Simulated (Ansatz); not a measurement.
doublet PH(+): levels of theory in one basis

```xyz
2

P     0.0000    0.0000   -0.7791
H     0.0000    0.0000    0.7791
```

Basis set: def2-SVP (spherical functions). Correlated methods keep 5 orbitals frozen. Correlation on ROHF uses semicanonical orbitals with singles. Charge 1, multiplicity 2.

Computed with Ansatz (development build ahead of 0.2.0); each method stands on the lowest determinant of its kind that the runs found.

```json
{"method": "ROHF", "E − E(ROHF) (eV)": "0.00", "<S²> of the determinant": "0.75"}
{"method": "UHF", "E − E(ROHF) (eV)": "-0.13", "<S²> of the determinant": "0.76"}
{"method": "ROHF-MP2", "E − E(ROHF) (eV)": "-2.09", "<S²> of the determinant": "–"}
{"method": "UHF-MP2", "E − E(ROHF) (eV)": "-2.09", "<S²> of the determinant": "0.76"}
```

Question: What does ROHF-CCSD(T) give on the same scale?

Answer: -2.85 eV.

Question: Is a single determinant a sound starting point here?

Answer: By this sign, yes. Unrestricted orbitals gain 0.13 eV and <S²> is 0.76 against 0.75 for a pure state.
